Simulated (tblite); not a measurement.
C3H4F2O.
Geometry (GFN2-xTB, Å), atoms numbered from 1 in this order:
```
atom  x, y, z in Å
C1    -1.472   -0.212   -0.009
C2    -0.655    0.796    0.222
F3    -1.111    2.038    0.422
O4     0.705    0.830    0.291
C5     1.403   -0.263   -0.157
F6     1.261   -1.330    0.689
H7    -1.120   -1.216   -0.137
H8    -2.530   -0.040   -0.036
H9     1.065   -0.607   -1.148
H10    2.463    0.010   -0.158
```

Level: GFN2-xTB in tblite, geometry and Hessian alike; calculated harmonic values, unscaled, isolated species. Against measured fundamentals such values can be off by several per cent, at times by over 20. One conformer, not necessarily the lowest.

Harmonic wavenumbers (cm⁻¹): 72.2, 130.6, 262.0, 377.5, 430.0, 569.6, 601.1, 704.6, 833.6, 881.7, 932.6, 988.2, 1084.4, 1111.0, 1207.5, 1239.8, 1326.2, 1372.0, 1415.4, 1751.9, 2877.6, 2963.4, 3156.9, 3196.1.

A = 7852, B = 2397, C = 1969 MHz; mass 94.023 u (most abundant isotopes); point group C1, symmetry number 1.

**Question.** What is the zero-point energy?

**Answer.** ½Σν̃ = 14743 cm⁻¹ = 42.15 kcal/mol.

**Question.** What is S at 273.15 K and 1 bar for an ideal gas of classical rigid rotors and harmonic oscillators?

**Answer.** Translation 39.13, rotation 26.30, vibration 11.42: S = 76.9 cal/(mol K).

**Question.** And Cp and H(273.15 K) − H(0)?

**Answer.** Cp = 21.38 cal/(mol K), of which vibrations give 13.43 (their classical limit is 24 R = 47.7); H(273.15 K) − H(0) = 3.90 kcal/mol without the zero-point energy, 1.73 from vibrations.

**Question.** Blend soft modes into free rotors: weight 1/[1 + (100 cm⁻¹/ν̃)⁴] for the oscillator and the rest for a rotor with moment μB/(μ + B), μ = h/(8π²ν), B = 10⁻⁴⁴ kg m². What vibrational entropy results?

**Answer.** 10.72 cal/(mol K) in place of 11.42, which changes −T·S at 273.15 K by +0.19 kcal/mol.

**Question.** How do the functions run with temperature in this model?

**Answer.** 
| T (K) | S (cal/(mol K)) | Cp (cal/(mol K)) | H − H(0) (kcal/mol) | G − H(0) (kcal/mol) | ln q(vib) |
| --- | --- | --- | --- | --- | --- |
| 100 | 60.8 | 12.4 | 1.00 | -5.08 | 0.63 |
| 200 | 70.8 | 17.4 | 2.48 | -11.69 | 1.72 |
| 300 | 78.9 | 22.8 | 4.49 | -19.18 | 2.88 |
| 500 | 92.9 | 32.2 | 10.06 | -36.41 | 5.30 |
| 800 | 110.1 | 40.6 | 21.12 | -66.97 | 8.90 |
| 1000 | 119.6 | 44.1 | 29.61 | -89.96 | 11.15 |

q(vib) and H(0) count from the zero-point level.

**Question.** Which modes carry the vibrational entropy at 273.15 K?

**Answer.** 72.2 cm⁻¹: 3.92; 130.6 cm⁻¹: 2.77; 262.0 cm⁻¹: 1.50; 377.5 cm⁻¹: 0.92; 430.0 cm⁻¹: 0.74; 569.6 cm⁻¹: 0.41 cal/(mol K); the other 18 give 1.16 together.

Hindered rotation and anharmonicity are outside this model. Other conformers, if any are populated, would add a mixing term that is left out. The structure is chiral; the term R ln 2 for an equal mix with its mirror image is left out.
